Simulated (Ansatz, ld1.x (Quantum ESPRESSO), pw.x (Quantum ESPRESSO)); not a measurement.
Equation-of-state test of one RRKJ potential (Sr (Z = 38))

```
Element                 : Sr
Generator               : ld1.x (Quantum ESPRESSO) 7.5
Type                    : norm-conserving RRKJ (Kleinman–Bylander form)
Functional              : PBE
Relativity              : scalar-relativistic
Frozen core             : [Kr]
Valence charge          : 2
Reference configuration : 4d0 5s1 5p0 (charge +1)
Partial waves           : 5p (bound, empty): rc 4.20 bohr; 4d (bound, empty): rc 2.75 bohr; 5s (bound): rc 2.55 bohr
Local potential         : the s channel
Core correction         : none
rho0                    : 0.02
```

Atomic tests: cutoffs needed: 10 Ry and 18 Ry (the cutoffs (Ry, on a coarse ladder) from which the occupation-weighted sum of valence levels, in a spherical-Bessel basis at the reference potential, stays within 10 and 1 mRy of its value at 400 Ry) The cutoffs count occupied waves only; the empty 4d level needs 15 Ry at the loose tolerance.; ghost test: no extra level below or beside the all-electron valence levels (p, d, s, f tested) (spherical-Bessel basis up to 400 Ry, 20 bohr box); configuration tests: 2 of 7 tests not solved or not reliable.

Crystal test: fcc Sr in pw.x 7.5, no spin, 10³ k-points, Fermi–Dirac smearing 0.01 Ry, cutoffs 35/140 Ry. The reference is all-electron LAPW (Ansatz 0.2.0) with the same functional, mesh and smearing; V0 and B0 come from Birch–Murnaghan fits to the pressures at five volumes. Errors are pseudo minus all-electron; Δ is the rms difference of the E(V) curves that follow from these fits, minima aligned, over ±6 % about the mean V0. Mesh and smearing are coarse, so the numbers serve the comparison and aren't converged zero-temperature values; the lattice is a test structure that the element need not adopt.

All-electron: a0 = 6.043 Å (V0 = 55.17 Å³/atom), B0 = 11.8 GPa.

Problem. How far does the potential miss the all-electron equation of state?

Solution. mean pressure error (GPa): -1.13. The pressure does not cross zero within the volumes sampled, so no fit is given. The largest radius (4.20 bohr) exceeds half the bond length (4.04 bohr), so the spheres overlap, which is one possible source of error among others. This is a poor potential for the solid. Atomic configuration tests: 2 of 7 tests not solved or not reliable. The logarithmic derivative shows an extra or strongly shifted pseudo pole above the reference energy (s near 0.50 Ry).

```json
{"V (Å³/atom)": "52.388", "P all-electron (GPa)": "0.67", "P pseudo (GPa)": "-0.69"}
{"V (Å³/atom)": "53.766", "P all-electron (GPa)": "0.32", "P pseudo (GPa)": "-0.91"}
{"V (Å³/atom)": "55.145", "P all-electron (GPa)": "0.01", "P pseudo (GPa)": "-1.11"}
{"V (Å³/atom)": "56.524", "P all-electron (GPa)": "-0.28", "P pseudo (GPa)": "-1.29"}
{"V (Å³/atom)": "57.902", "P all-electron (GPa)": "-0.53", "P pseudo (GPa)": "-1.45"}
```

Problem. At the middle volume, how do free energy and pressure move when the wave cutoff is lowered (ecutrho kept at four times it)?

Solution.

```
cutoff (Ry)  shift of F (meV/atom)  shift of P (GPa)
         16                  +20.9             -0.16
         21                   +4.4             -0.01
         28                   +2.4             -0.00
```

The run at the middle volume (47 k-points, 10 iterations) took about 8.8 s on one core of a shared host (Neoverse-N1, 32 threads, 62 GiB, load 23).
